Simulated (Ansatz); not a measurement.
The same path of AlH3O (5 atoms, charge 0, multiplicity 1) was run twice with different band settings. Lost on the way: Al1–H4. Made: O2–H4.

The calculation used RKS PBE-D4/def2-SVPD (Ansatz).

Relaxed end points:

```xyz
5
Properties=species:S:1:pos:R:3
Al 0.477 -0.004 0.041
O 0.743 -0.155 1.751
H 0.020 -0.245 2.391
H 1.797 0.132 -0.830
H -1.011 -0.009 -0.535
```

```xyz
5
Properties=species:S:1:pos:R:3
Al -0.056 0.073 -0.988
O 0.991 -0.075 0.921
H 0.532 -0.160 1.776
H 1.951 -0.039 1.069
H -1.392 -0.081 0.039
```

Common settings: movable images 7; climbing image yes; spring 5.0 eV/Å²; optimiser quadratic models (default); start path through a guess of the saddle point; iteration limit 60; end points relaxed.

| run | force threshold |
| --- | --- |
| 1 | 0.03 eV/Å |
| 2 | 0.5 eV/Å |

Q: What does each run give, and how far can it be trusted?

A: Run 1: converged after 13 iterations, highest image 2.800 eV above the first end. The profile has 2 maxima (images 1, 5) with wells between them (image 2): this band takes more than one step, which may be the mechanism or a detour left from its start path. Neighbouring images differ by up to 1.3 eV, so the band resolves the path poorly. A vibrational analysis at the climbing image gives one clearly imaginary mode, 1330i cm⁻¹: a first-order saddle point.
Run 2: converged after 9 iterations, highest image 2.807 eV above the first end. The threshold of 0.5 eV/Å is loose, so the images may lie well off the minimum-energy path. The profile has 2 maxima (images 1, 5) with wells between them (image 2): this band takes more than one step, which may be the mechanism or a detour left from its start path. Neighbouring images differ by up to 1.3 eV, so the band resolves the path poorly. The order of the stationary point at the top wasn't checked.
The orbitals stay closed-shell, which can raise the energy where a bond breaks towards radicals; this wasn't checked here.
